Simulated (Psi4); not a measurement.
# OF2 (oxygen difluoride): a first try and a second

Wanted: a single-point energy of OF2 (oxygen difluoride), CEPA(0)/def2-TZVPP (Cholesky decomposition).

The calculation is run with Psi4 1.11.

1 further run of the same task is left out (set aside as unsound or not needed).

### 1 Starting point

The species is OF2 (3 atoms), meant as a singlet with charge 0. SMILES: `FOF`. Geometry: relaxed at GFN2-xTB.

Bond lengths: F1–O2 1.366 Å, O2–F3 1.366 Å. Angles: F1–O2–F3 106.0°.

### 2 First attempt

Input file f2o.xyz:

```xyz
3
F2O
F      0.956190    -0.330530     0.490900
O      0.000730     0.544900     0.060070
F     -0.956920    -0.214370    -0.550970
```

Input file run.py:

```python
import psi4

psi4.set_memory('1600 MB')
psi4.set_num_threads(1)
psi4.core.set_output_file('run.log', False)

with open('f2o.xyz') as f:
    atoms = ''.join(f.readlines()[2:])
mol = psi4.geometry('0 1\n' + atoms + '')

psi4.set_options({
    'basis': 'def2-TZVPP',
    'scf_type': 'cd',
    'freeze_core': True,
    'maxiter': 2,
})

energy_value, wavefunction = psi4.energy('cepa(0)', molecule=mol, return_wfn=True)
print(f'cepa(0) energy: {energy_value:.10f} Eh')
```

Command:

```bash
$ python run.py
```

run.log:

```text
=> Loading Basis Set <=

    Name: DEF2-TZVPP
    Role: ORBITAL
    Keyword: BASIS

         ---------------------------------------------------------
                                   SCF
                              RHF Reference
                        1 Threads,   1525 MiB Core
         ---------------------------------------------------------

  ==> Geometry <==

    Molecular point group: cs
    Full point group: Cs

    Geometry (in Angstrom), charge = 0, multiplicity = 1:

       Center              X                  Y                   Z               Mass
    ------------   -----------------  -----------------  -----------------  -----------------
         F            1.076021788424    -0.301595204058     0.000000000000    18.998403162730
         O            0.031287121544     0.577850906411     0.000000000000    15.994914619570
         F           -1.102362677893    -0.184902310060     0.000000000000    18.998403162730

  Running in cs symmetry.

  Rotational constants: A =      2.21479  B =      0.37290  C =      0.31917 [cm^-1]
  Rotational constants: A =  66397.61378  B =  11179.34970  C =   9568.33202 [MHz]
  Nuclear repulsion =   75.433387251189458

  Charge       = 0
  Multiplicity = 1
  Electrons    = 26
  Nalpha       = 13
  Nbeta        = 13

  ==> Algorithm <==

  SCF Algorithm Type is CD.
  DIIS enabled.
  MOM disabled.
  Fractional occupation disabled.
  Guess Type is SAD.
  Energy threshold   = 1.00e-08
  Density threshold  = 1.00e-08
  Integral threshold = 1.00e-12

  ==> Primary Basis <==

  Basis Set: DEF2-TZVPP
    Blend: DEF2-TZVPP
    Number of shells: 33
    Number of basis functions: 93
    Number of Cartesian functions: 108
    Spherical Harmonics?: true
    Max angular momentum: 3

  ==> Integral Setup <==

  ==> CDJK: Cholesky-decomposed J/K Matrices <==

    J tasked:                     Yes
    K tasked:                     Yes
    wK tasked:                     No
    Integrals threads:              1
    Memory [MiB]:                1144
    Algorithm:                   Core
    Integral Cache:              NONE
    Schwarz Cutoff:             1E-12
    Cholesky tolerance:      1.00E-04
    No. Cholesky vectors:         479

  Minimum eigenvalue in the overlap matrix is 5.3155385820E-03.
  Reciprocal condition number of the overlap matrix is 1.1603764046E-03.
    Using symmetric orthogonalization.

  ==> Pre-Iterations <==

  SCF Guess: Superposition of Atomic Densities via on-the-fly atomic UHF (no occupation information).

   -------------------------
    Irrep   Nso     Nmo
   -------------------------
     A'        63      63
     A"        30      30
   -------------------------
    Total      93      93
   -------------------------

  ==> Iterations <==

                        Total Energy        Delta E     RMS |[F,P]|

   @RHF iter SAD:  -272.83953000629333   -2.72840e+02   0.00000e+00
   @RHF iter   1:  -273.50203650164963   -6.62506e-01   6.64612e-03 DIIS/ADIIS
   @RHF iter   2:  -273.55321292576667   -5.11764e-02   4.34398e-03 DIIS/ADIIS

PsiException: Could not converge SCF iterations in 2 iterations.

  Failed to converge.
```

On the terminal:

```text
Traceback (most recent call last):
  File "run.py", line 18, in <module>
    energy_value, wavefunction = psi4.energy('cepa(0)', molecule=mol, return_wfn=True)
psi4.driver.p4util.exceptions.SCFConvergenceError: Could not converge SCF iterations in 2 iterations.
```

It took 5.1 s on 1 thread of Intel Xeon Platinum 8259CL at 2.50GHz (Skylake/Cascade Lake), shared host; peak memory 0.22 GiB.

### 3 Diagnosis

The run stopped without converging.

The telling line is `psi4.driver.p4util.exceptions.SCFConvergenceError: Could not converge SCF iterations in 2 iterations.`. The fault: the iteration cap is too low for convergence. To mend it: iteration cap at its default in place of 2.

### 4 Try two

f2o.xyz is that of step 2.

Input file job.py:

```python
import psi4

psi4.set_memory(1600000000)
psi4.set_num_threads(1)
psi4.core.set_output_file('f2o.out', False)

with open('f2o.xyz') as f:
    atoms = ''.join(f.readlines()[2:])
mol = psi4.geometry('0 1\n' + atoms + '')

psi4.set_options({
    'basis': 'def2-TZVPP',
    'scf_type': 'cd',
    'freeze_core': True,
})

result, w = psi4.energy("cepa(0)", molecule=mol, return_wfn=True)
print(f'total energy {result:.8f} hartree = {result * 27.211386:.5f} eV')
```

Command:

```bash
$ python job.py
```

f2o.out:

```text
[...]
  Running in cs symmetry.
[...]
  Nuclear repulsion =   75.433387251189458
[...]
  Multiplicity = 1
[...]
  Nalpha       = 13
  Nbeta        = 13
[...]
    Number of basis functions: 93
[...]
   @RHF iter   1:  -273.50203650164963   -6.62506e-01   6.64612e-03 ADIIS/DIIS
[...]
   @RHF iter  12:  -273.57986745269517   -1.25056e-12   4.63382e-09 DIIS
[...]
    Orbital Energies [Eh]
    ---------------------
    Doubly Occupied:
       1Ap   -26.399224     2Ap   -26.399092     3Ap   -20.812012
       4Ap    -1.776871     5Ap    -1.647212     6Ap    -1.273259
       1App   -0.832299     7Ap    -0.818115     8Ap    -0.813598
       2App   -0.726860     9Ap    -0.683963    10Ap    -0.650341
       3App   -0.568023
[...]
  @RHF Final Energy:  -273.57986745269517
   => Energetics <=
    Nuclear Repulsion Energy =             75.4333872511894583
    One-Electron Energy =                -531.2247692489520432
    Two-Electron Energy =                 182.2115145450674447
    Total Energy =                       -273.5798674526951118
[...]
 Multipole Moments:
 ------------------------------------------------------------------------------------
     Multipole            Electronic (a.u.)      Nuclear  (a.u.)        Total (a.u.)
 ------------------------------------------------------------------------------------
 L = 1.  Multiply by 2.5417464519 to convert [e a0] to [Debye]
 Dipole X            :         -0.0173943            0.0249991            0.0076049
 Dipole Y            :         -0.3357911            0.4617161            0.1259249
 Dipole Z            :          0.0000000            0.0000000            0.0000000
 Magnitude           :                                                    0.1261544
[...]
      * SCS-MP2 total energy:                 -274.309378142341
[...]
      * MP2 total energy:                     -274.326087401425
[...]
```

On the terminal:

```text
total energy -274.36006964 hartree = -7465.71776 eV
```

It took 17 s on 1 thread of Intel Xeon Platinum 8259CL at 2.50GHz (Skylake/Cascade Lake), shared host; peak memory 0.45 GiB.

### 5 Summary of results

At CEPA(0)/def2-TZVPP (Cholesky decomposition):

| quantity | value |
| --- | --- |
| total energy | -274.36007 Eh |
| HOMO energy (Hartree–Fock orbitals) | -15.46 eV |
| LUMO energy (Hartree–Fock orbitals) | 4.21 eV |
| HOMO–LUMO gap (Hartree–Fock orbitals) | 19.66 eV |
| correlation energy (3 core orbitals frozen) | -780.2 mEh |
